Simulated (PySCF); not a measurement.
# Vertical excitation energies

Compound: BH4P.
SMILES with atom numbers: `[BH2:1][PH2:2]` (hydrogens: H3, H4 on B1; H5, H6 on P2)

Structure used (PBE0-D3(BJ)/def2-SVP), in Å, numbered top down from 1:
```
atom  x, y, z in Å
B1    -0.8928   -0.0312   -0.0211
P2     0.9014    0.0174   -0.4919
H3    -1.5213    0.9982    0.0112
H4    -1.4502   -1.0971    0.0725
H5     1.5232   -1.0341    0.2255
H6     1.4459    1.1508    0.1608
```

Method: TDDFT wB97X-D/def2-SVPD, vertical, gas phase, core orbitals frozen in the response (PySCF 2.14.0, density-fitted response routines).

Task: What does the calculation give for the low-lying excited states?

Result: 

```json
{"state": "S1", "E (eV)": "5.00", "E (hartree)": "0.1839", "f": "0.105", "main configurations (H = HOMO, L = LUMO)": "H→L (90%)"}
{"state": "S2", "E (eV)": "6.20", "E (hartree)": "0.2278", "f": "0.0007", "main configurations (H = HOMO, L = LUMO)": "H-1→L (96%)"}
{"state": "S3", "E (eV)": "6.52", "E (hartree)": "0.2395", "f": "0.058", "main configurations (H = HOMO, L = LUMO)": "H-2→L (90%)"}
{"state": "S4", "E (eV)": "6.93", "E (hartree)": "0.2546", "f": "0.033", "main configurations (H = HOMO, L = LUMO)": "H→L+2 (92%)"}
{"state": "S5", "E (eV)": "6.94", "E (hartree)": "0.2549", "f": "0.088", "main configurations (H = HOMO, L = LUMO)": "H→L+1 (77%), H→L+3 (10%)"}
{"state": "S6", "E (eV)": "7.94", "E (hartree)": "0.2919", "f": "0.156", "main configurations (H = HOMO, L = LUMO)": "H→L+3 (54%), H→L+4 (38%)"}
{"state": "S7", "E (eV)": "8.44", "E (hartree)": "0.3103", "f": "0.058", "main configurations (H = HOMO, L = LUMO)": "H→L+4 (51%), H→L+3 (27%), H→L+1 (14%)"}
{"state": "S8", "E (eV)": "8.69", "E (hartree)": "0.3194", "f": "0.0016", "main configurations (H = HOMO, L = LUMO)": "H-3→L (92%)"}
{"state": "S9", "E (eV)": "9.25", "E (hartree)": "0.3399", "f": "0.026", "main configurations (H = HOMO, L = LUMO)": "H-1→L+1 (91%)"}
{"state": "S10", "E (eV)": "9.31", "E (hartree)": "0.3421", "f": "0.011", "main configurations (H = HOMO, L = LUMO)": "H→L+6 (59%), H-2→L+2 (31%)"}
```

Triplets, Tamm–Dancoff:

| state | E (eV) | λ (nm) | main configurations (H = HOMO, L = LUMO) |
| --- | --- | --- | --- |
| T1 | 3.66 | 339.2 | H→L (98%) |
| T2 | 5.60 | 221.3 | H-1→L (94%) |
| T3 | 5.83 | 212.8 | H-2→L (97%) |
| T4 | 6.17 | 201.1 | H→L+2 (96%) |

The lowest singlet lies at 5.00 eV (248 nm, ultraviolet) and is of moderate strength; its leading configuration is HOMO→LUMO (90%). The most intense listed level is S6 at 7.94 eV (156 nm, f = 0.156), 2.94 eV above S1. S4/S5 lie within about 0.01 eV of each other. Löwdin shares by element: HOMO phosphorus 64%, boron 20%, hydrogen 13% or more; LUMO boron 52%, phosphorus 25%, hydrogen 17% or more. The oscillator strengths of these states sum to 0.537; summed over the whole spectrum of an exact calculation they would give the number of electrons, 24 (Thomas–Reiche–Kuhn). Orbital energies (eV): HOMO-3 -13.55, HOMO-2 -11.73, HOMO-1 -11.61, HOMO -9.32, LUMO 0.09, LUMO+1 1.98, LUMO+2 2.66. Weighted by f, the mean energy of these states is 7.13 eV. All these states lie below the vertical ionisation energy of 9.86 eV (ΔSCF). Only the lowest 10 singlets were computed, as vertical energies without vibronic structure.

One conformer stands for the species.
